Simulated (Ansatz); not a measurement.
The cluster C₃H₂. The state is a triplet with charge 0. Geometry r2SCAN-D4/def2-TZVP; atoms count from 1.

```xyz
5

C    -0.6491    0.1363   -0.0329
C     0.6503   -0.1241    0.0520
C    -0.0666   -0.6818   -1.0736
H     1.5492    0.0309    0.6262
H    -1.4838    0.6387    0.4283
```

At PBE0-D4/def2-TZVP a singlet of charge 0 lies 2.90 eV below the triplet, each at its own geometry. The structure comes from a short search, and lower isomers may exist.

(1) Estimate the Mulliken populations from the PBE0/def2-TZVP orbitals of Ansatz.

(2) Where does the spin sit?

(3) And the Mayer bond orders between heavy atoms (over 0.3)?

Results:

(1) 
```tsv
atom	charge (e)	spin (α − β)
C1	-0.09	0.17
C2	-0.09	0.17
C3	-0.16	1.69
H4	0.17	-0.02
H5	0.17	-0.02
```
Mulliken values depend strongly on the basis.

(2) Summed by element: C 2.03, H -0.03, of 2 unpaired in all. Largest on single atoms: C3 1.69, C1 0.17, C2 0.17.

(3) C1–C2 1.81 (1.33 Å); C1–C3 1.12 (1.45 Å); C2–C3 1.12 (1.45 Å).
